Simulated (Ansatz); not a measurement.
Two structures of CH$_{2}$O, closed shell, reached by relaxing down either side of one saddle point (PBE0-D4/def2-TZVP). Energies are electronic, without zero-point energy. Ansatz 0.2.0; basis: def2-TZVPP and def2-QZVPP; cores frozen in the correlated methods. Extrapolation: Hartree–Fock as exp(−7.88 √X), correlation as X^−2.97. First:

```json
{"atom": "H1", "x (Å)": "0.1314", "y (Å)": "-1.3316", "z (Å)": "-0.1464"}
{"atom": "O2", "x (Å)": "-0.3728", "y (Å)": "-0.5120", "z (Å)": "-0.0429"}
{"atom": "C3", "x (Å)": "0.4620", "y (Å)": "0.4840", "z (Å)": "0.0372"}
{"atom": "H4", "x (Å)": "-0.2206", "y (Å)": "1.3596", "z (Å)": "0.1522"}
```

Second:

H1  (0.914, -0.625, -0.095)
O2  (-1.094, -0.469, -0.016)
C3  (0.004, 0.002, 0.000)
H4  (0.176, 1.092, 0.111)
(Å)

Q: Which bonds change from the first to the second?

A: CH₂O ([CH][OH]) → CH₂O ([CH2][O]); bonds formed: H1–C3; bonds broken: H1–O2.

Q: Give the saddle point's structure and its height above each. (Judge from chemistry; the value comes from the calculation.)

A: Computed: 143.5 kJ/mol above the first and 358.8 kJ/mol above the second (CCSD(T) at an estimated basis limit (MP2 extrapolated from triple and quadruple zeta, plus CCSD(T) − MP2 in triple zeta)).
```
4
angstrom
H 0.4240 -0.9766 -0.1177
O -0.6736 -0.6001 -0.0429
C 0.2898 0.2601 0.0187
H -0.0402 1.3166 0.1419
```

No T1 diagnostic of these runs exceeds 0.026. The T1 diagnostic is large here, which may signal multireference character or strong orbital relaxation, so CCSD(T) is less sure. The restricted Hartree–Fock reference is unstable towards an unrestricted one at one or more of these structures.

Labels in which every atom is bracketed show which atoms are joined, not bond orders.

For scale, one of the runs: CCSD(T)/def2-TZVPP, 90 basis functions, launched by `ansatz run in.yaml --threads 2 --pin off --events-out ev --progress --plain --max-ram 4352MiB`. The run took about 1.2 s on 2 CPU threads of an Intel Xeon Platinum 8488C (shared host).
